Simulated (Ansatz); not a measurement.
## An input for singlet CH2NSi+

CH2NSi+ has 5 atoms, charge +1, and is taken as a singlet. SMILES of the parent species: `N#C[SiH2]`. The coordinates come from a PBE0-D4/def2-TZVP relaxation. That shape belongs to the parent species and isn't relaxed for this state.

```xyz
5

N     1.0418   -1.2192    1.5723
C     0.5659   -0.6252    0.7039
Si   -0.0920    0.2678   -0.7519
H    -1.4554   -0.2230   -1.0537
H    -0.0104    1.7260   -0.5118
```

Settings wanted:

```yaml
basis_set: STO-3G
task: energy
method: DFT
functional: r2SCAN0
dispersion: none
reference: RKS
relativity: none
accuracy: high
```

**Question.** Write the Ansatz 0.2.0 input and the command.

**Answer.** One that was run (others would do as well):

molecule.yaml:
```yaml
basis:
  gaussian:
    orbitals: STO-3G
crystal:
  periodic: [false, false, false]
  atoms:
    - {symbol: "N", position_ang: [1.041800, -1.219200, 1.572300]}
    - {symbol: C, position_ang: [0.565900, -0.625200, 0.703900]}
    - {symbol: Si, position_ang: [-0.092000, 0.267800, -0.751900]}
    - {symbol: H, position_ang: [-1.455400, -0.223000, -1.053700]}
    - {symbol: H, position_ang: [-0.010400, 1.726000, -0.511800]}
total_charge: 1
hamiltonian:
  xc: {name: r2SCAN0}
accuracy: high
```

```bash
$ ansatz run molecule.yaml --threads 1 --pin off --max-ram 2610MiB --events-out events.jsonl --progress --plain --runs-dir runs
```

Calculated total energy: -378.56779 Eh.
